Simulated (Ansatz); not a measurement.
A-type hexagonal La₂O₃ was calculated with LDA (Ansatz, a program for electronic structure, plane waves, PAW).

Run with plane-wave cutoff 520 eV, 6×6×4 k mesh (along the axes of the cell as run), perturbation theory, scalar-relativistic PAW data made under PBE.

Computed at the level's own relaxed cell.

La2O3 is taken in the trigonal space group P-3m1 (No. 164), Pearson symbol hP5. Lattice parameters: a = b = 3.883 Å, c = 5.950 Å, α = β = 90.00°, γ = 120.00°. La on 2d has 4 O at 2.334–2.396 Å and 3 O at 2.671 Å. O1 on 1a is coordinated by 6 La at 2.671 Å (octahedral). O2 on 2d has 4 La at 2.334–2.396 Å (tetrahedral). (Neighbours: up to the widest gap in distance over summed covalent radii, below 1.35, at either atom; cation-cation and far metal-metal contacts left out.)

Harmonic phonon frequencies (cm⁻¹; i marks an imaginary mode; at Γ without the LO shift):

```json
[
 {"q point": "Γ", "frequencies": "0 0 0 108 108 200 204 204 207 375 375 397 408 408 448"},
 {"q point": "M", "frequencies": "78 119 123 128 166 198 219 231 284 300 335 358 408 513 515"},
 {"q point": "K", "frequencies": "75 123 123 170 170 192 224 224 267 329 329 331 425 507 507"},
 {"q point": "A", "frequencies": "66 66 92 92 99 158 205 205 365 365 394 410 415 415 523"}
]
```

No imaginary mode appears at these points.
